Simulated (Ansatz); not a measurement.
Total energies of the cluster SiS2⁻ from Ansatz at r2SCAN-D4/def2-TZVPD, gas phase (1 Eh = 27.2114 eV = 2625.5 kJ/mol). The reference geometry is relaxed at PBE-D4/def2-TZVPD.

```xyz
3

Si    0.224    0.135    0.464
S     0.085   -1.873    0.198
S    -0.309    1.738   -0.662
```

```
            state                      geometry  energy (Eh)
charge -1 doublet                     reference  -1085.95111
 charge 0 singlet                     reference  -1085.84661
charge -1 quartet  relaxed at PBE-D4/def2-TZVPD  -1085.85190
```

(1) Work out the vertical ionisation energy to the singlet.

(2) Which of the charge -1 states is lowest, and how far above it are the others?

(1) E(charge 0 singlet) − E(charge -1 doublet) = -1085.84661 − (-1085.95111) = 0.10450 Eh = 2.84 eV. For comparison, −ε of the highest occupied level of the spin that leaves is 0.26 eV at this level, 2.58 eV less.

(2) The doublet. quartet: -1085.85190 − (-1085.95111) = 0.09921 Eh = 260.5 kJ/mol.

The restricted singlet is unstable towards broken spin symmetry in Hartree–Fock (as tested in another run); at r2SCAN-D4/def2-TZVPD this wasn't settled. At r2SCAN-D4/def2-TZVPD the highest occupied level of the charge -1 quartet lies above zero (up to 1.43 eV). It is a level of α spin, whose loss leaves a triplet; that state wasn't run at this geometry and level. The electron is either unbound and held by the finite basis, or the level is raised by self-interaction error. 

The structure comes from a short search, and lower isomers may exist.
